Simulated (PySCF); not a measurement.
# Static response to an electric field

C₄H₆NO (charge +1).
Numbering: `[CH3:1][n+:2]1[cH:3][cH:4][o:5][cH:6]1` (hydrogens: H7, H8, H9 on C1; H10 on C3; H11 on C4; H12 on C6)

Structure used (PBE0-D3(BJ)/def2-SVP), in Å, numbered top down from 1:
```xyz
12
C4H6NO angstrom
C     -1.688   -0.124   -0.052
N     -0.242    0.067    0.004
C      0.715   -0.927   -0.152
C      1.911   -0.307   -0.028
O      1.680    1.012    0.196
C      0.391    1.201    0.208
H     -2.185    0.841    0.097
H     -1.960   -0.530   -1.035
H     -1.991   -0.821    0.740
H      0.458   -1.968   -0.334
H      2.946   -0.637   -0.069
H     -0.033    2.192    0.372
```

Level: CAM-B3LYP/def2-SVPD (PySCF), static field, nuclei fixed, core orbitals frozen in the response. The polarisability tensor in these axes (au):

```
x   60.90 -0.37  0.35
y   -0.37 52.82  3.27
z    0.35  3.27 34.29
```

Q: Diagonalise the tensor; give its mean and Δα, where Δα² is half the sum of the squared differences of the eigenvalues.

A: Principal values 33.72, 53.37 and 60.92 au; mean 49.34 au = 7.31 Å³ = 8.13 × 10⁻⁴⁰ C²·m²/J; Δα = 24.32 au (49 % of the mean).

Q: Along which axes do the principal values lie, and how far do the nuclei extend along each?

A: Largest value along (1.00, -0.04, 0.01), where the nuclei span 5.19 Å; middle along (0.04, 0.98, 0.17), 4.20 Å; least along (-0.01, -0.17, 0.99), 1.80 Å. The response follows the extents in order.

Q: Form Σ f/ω² (atomic units) for the 10 lowest TDDFT singlets, given as eV and f, and set it beside the mean polarisability, which is this sum over all singlets: 6.32, 0.1332; 7.54, 0.0288; 8.55, 0.0151; 8.60, 0.4890; 8.81, 0.0017; 9.22, 0.0000; 9.32, 0.0777; 9.49, 0.0000; 9.70, 0.0012; 9.71, 0.0023.

A: They add up to 8.60 au, 17.4 % of the 49.34 au; the largest single term is 4.89 au, from the state at 8.60 eV. Terms in order: 2.47, 0.37, 0.15, 4.89, 0.02, 0.00, 0.66, 0.00, 0.01, 0.02 au. Higher excitations give the rest. The strengths listed sum to 0.749.

Q: What depolarisation ratio follows for Rayleigh scattering of linearly polarised light, taking the static tensor?

A: ρ = 3Δα²/(45ᾱ² + 4Δα²) = 1773.9/(109534 + 2365.2) = 0.0159.

Isolated species at its PBE0-D3(BJ)/def2-SVP geometry, gas phase.
